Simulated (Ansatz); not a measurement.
Born–Oppenheimer molecular dynamics of ClH5OSi (8 atoms, charge 0, multiplicity 1). It starts at the highest image of a converged band, a first-order saddle point between two minima.

The calculation used RKS PBE/def2-SVP (Ansatz).

```yaml
ensemble: NVE (velocity Verlet)
time_step: 0.5 fs
steps_asked: 200
starting_velocities_drawn_for: 100 K
seed: 5824
```

Frames 1 fs apart, positions in Å, forces in eV/Å.

Velocities at 80 fs (Å/ps):

```
Si -2.67 -2.87 -4.44
H 27.22 65.09 62.95
H -0.53 -21.07 -11.44
H -21.25 -8.49 -28.56
Cl -1.20 2.33 -2.48
O 4.77 -6.67 3.42
H 5.10 -0.22 63.23
H 30.13 68.64 70.24
```

```xyz
8
Properties=species:S:1:pos:R:3:forces:R:3 time_fs=80 energy_less_start_eV=-1.391 T=1894
Si 0.052 -0.699 -0.090 -0.15 1.73 -1.98
H 2.422 4.236 5.490 0.04 0.39 -0.22
H 1.452 -0.253 -0.510 -0.51 0.43 -0.08
H -0.938 0.263 0.588 0.41 -0.31 -0.65
Cl -0.774 -1.333 -1.990 0.27 0.09 1.18
O 0.408 -1.708 1.106 0.09 -1.84 1.68
H 1.310 -2.067 1.160 -0.10 -0.10 -0.16
H 2.360 3.584 5.867 -0.04 -0.39 0.22
8
Properties=species:S:1:pos:R:3:forces:R:3 time_fs=81 energy_less_start_eV=-1.406 T=1913
Si 0.050 -0.701 -0.095 0.06 1.28 -1.68
H 2.450 4.302 5.552 0.02 0.25 -0.15
H 1.449 -0.272 -0.521 -0.47 0.49 -0.07
H -0.958 0.253 0.557 0.42 -0.27 -0.54
Cl -0.775 -1.331 -1.992 0.24 0.05 1.13
O 0.413 -1.716 1.110 -0.03 -1.56 1.45
H 1.315 -2.068 1.223 -0.22 0.01 -0.29
H 2.390 3.651 5.938 -0.02 -0.25 0.15
8
Properties=species:S:1:pos:R:3:forces:R:3 time_fs=82 energy_less_start_eV=-1.417 T=1927
Si 0.047 -0.703 -0.100 0.29 0.78 -1.38
H 2.478 4.372 5.612 0.00 -0.05 0.03
H 1.441 -0.286 -0.534 -0.40 0.55 -0.06
H -0.973 0.241 0.520 0.36 -0.18 -0.40
Cl -0.776 -1.329 -1.994 0.22 -0.01 1.07
O 0.418 -1.724 1.115 -0.13 -1.26 1.18
H 1.317 -2.068 1.282 -0.34 0.12 -0.42
H 2.420 3.715 6.011 0.00 0.05 -0.03
8
Properties=species:S:1:pos:R:3:forces:R:3 time_fs=83 energy_less_start_eV=-1.416 T=1926
Si 0.045 -0.705 -0.106 0.52 0.24 -1.07
H 2.505 4.440 5.673 -0.02 -0.29 0.18
H 1.430 -0.295 -0.547 -0.29 0.60 -0.06
H -0.985 0.226 0.480 0.25 -0.04 -0.22
Cl -0.777 -1.326 -1.996 0.20 -0.07 1.00
O 0.422 -1.732 1.120 -0.29 -0.92 0.88
H 1.316 -2.067 1.338 -0.39 0.19 -0.53
H 2.449 3.780 6.083 0.02 0.29 -0.18
8
Properties=species:S:1:pos:R:3:forces:R:3 time_fs=84 energy_less_start_eV=-1.405 T=1912
Si 0.042 -0.707 -0.112 0.75 -0.28 -0.78
H 2.532 4.506 5.736 -0.03 -0.36 0.23
H 1.416 -0.298 -0.560 -0.16 0.65 -0.06
H -0.994 0.212 0.437 0.10 0.12 -0.02
Cl -0.778 -1.324 -1.997 0.17 -0.13 0.92
O 0.427 -1.742 1.126 -0.56 -0.55 0.53
H 1.312 -2.065 1.388 -0.31 0.20 -0.59
H 2.479 3.848 6.154 0.03 0.36 -0.23
8
Properties=species:S:1:pos:R:3:forces:R:3 time_fs=85 energy_less_start_eV=-1.385 T=1886
Si 0.040 -0.709 -0.118 0.96 -0.76 -0.49
H 2.559 4.569 5.800 -0.02 -0.22 0.15
H 1.400 -0.295 -0.575 -0.02 0.67 -0.05
H -1.003 0.198 0.394 -0.07 0.29 0.17
Cl -0.779 -1.322 -1.998 0.15 -0.21 0.83
O 0.431 -1.752 1.133 -0.91 -0.17 0.13
H 1.304 -2.061 1.433 -0.11 0.17 -0.59
H 2.510 3.919 6.222 0.02 0.22 -0.15
8
Properties=species:S:1:pos:R:3:forces:R:3 time_fs=86 energy_less_start_eV=-1.354 T=1846
Si 0.038 -0.711 -0.125 1.13 -1.13 -0.20
H 2.586 4.629 5.866 0.00 0.05 -0.04
H 1.385 -0.285 -0.589 0.10 0.68 -0.03
H -1.012 0.188 0.353 -0.20 0.41 0.34
Cl -0.780 -1.319 -1.999 0.13 -0.29 0.73
O 0.435 -1.762 1.139 -1.29 0.20 -0.29
H 1.296 -2.055 1.473 0.14 0.13 -0.54
H 2.540 3.992 6.290 0.00 -0.05 0.04
8
Properties=species:S:1:pos:R:3:forces:R:3 time_fs=87 energy_less_start_eV=-1.317 T=1798
Si 0.037 -0.714 -0.132 1.24 -1.37 0.08
H 2.613 4.691 5.932 0.02 0.31 -0.21
H 1.370 -0.270 -0.604 0.18 0.66 0.00
H -1.023 0.181 0.315 -0.27 0.47 0.46
Cl -0.781 -1.317 -2.000 0.11 -0.37 0.63
O 0.438 -1.771 1.145 -1.59 0.51 -0.69
H 1.288 -2.048 1.507 0.34 0.10 -0.48
H 2.570 4.065 6.357 -0.02 -0.31 0.21
8
Properties=species:S:1:pos:R:3:forces:R:3 time_fs=88 energy_less_start_eV=-1.285 T=1757
Si 0.036 -0.717 -0.138 1.26 -1.43 0.35
H 2.640 4.754 5.996 0.02 0.36 -0.25
H 1.357 -0.247 -0.619 0.20 0.60 0.05
H -1.037 0.178 0.281 -0.24 0.44 0.53
Cl -0.782 -1.315 -2.001 0.10 -0.45 0.53
O 0.440 -1.781 1.151 -1.73 0.72 -1.00
H 1.284 -2.039 1.536 0.41 0.11 -0.46
H 2.601 4.135 6.427 -0.02 -0.36 0.25
8
Properties=species:S:1:pos:R:3:forces:R:3 time_fs=89 energy_less_start_eV=-1.261 T=1727
Si 0.035 -0.720 -0.145 1.23 -1.33 0.60
H 2.668 4.822 6.057 0.01 0.17 -0.12
H 1.346 -0.220 -0.633 0.17 0.52 0.12
H -1.052 0.180 0.253 -0.11 0.33 0.56
Cl -0.783 -1.313 -2.001 0.08 -0.53 0.44
O 0.440 -1.790 1.157 -1.69 0.85 -1.21
H 1.284 -2.030 1.561 0.33 0.17 -0.51
H 2.631 4.201 6.498 -0.01 -0.17 0.12
8
Properties=species:S:1:pos:R:3:forces:R:3 time_fs=90 energy_less_start_eV=-1.240 T=1699
Si 0.035 -0.724 -0.151 1.15 -1.11 0.83
H 2.695 4.890 6.117 -0.01 -0.11 0.08
H 1.336 -0.187 -0.646 0.09 0.40 0.20
H -1.069 0.185 0.230 0.07 0.16 0.55
Cl -0.783 -1.311 -2.001 0.08 -0.61 0.34
O 0.440 -1.798 1.161 -1.53 0.91 -1.32
H 1.287 -2.019 1.581 0.14 0.25 -0.60
H 2.660 4.266 6.571 0.01 0.11 -0.08
8
Properties=species:S:1:pos:R:3:forces:R:3 time_fs=91 energy_less_start_eV=-1.217 T=1669
Si 0.035 -0.728 -0.157 1.04 -0.82 1.01
H 2.723 4.958 6.178 -0.02 -0.31 0.23
H 1.327 -0.150 -0.657 -0.01 0.27 0.29
H -1.085 0.192 0.211 0.27 -0.02 0.53
Cl -0.784 -1.310 -2.002 0.07 -0.68 0.25
O 0.439 -1.806 1.165 -1.34 0.95 -1.39
H 1.292 -2.006 1.596 -0.04 0.31 -0.69
H 2.691 4.332 6.643 0.02 0.31 -0.23
```

Of the whole run (100 fs, mean temperature of the second half 1877 K): The conserved energy stayed within 0.057 meV per atom of its start (net change -0.004 meV per atom), so the integration is sound. The kinetic energy rose, since the run started high on the potential surface and went downhill. It ends in pieces (ClH3OSi + H2), so much of that is their flight and rotation, not heat. A run of 0.1 ps of so small a system gives no equilibrium averages. The orbitals stay closed-shell, which can raise the energy where a bond breaks towards radicals; this wasn't checked here.

The run took 4.9 min on 1 thread of Intel(R) Xeon(R) Platinum 8488C (Sapphire Rapids), on a shared host, peak memory 0.17 GiB.
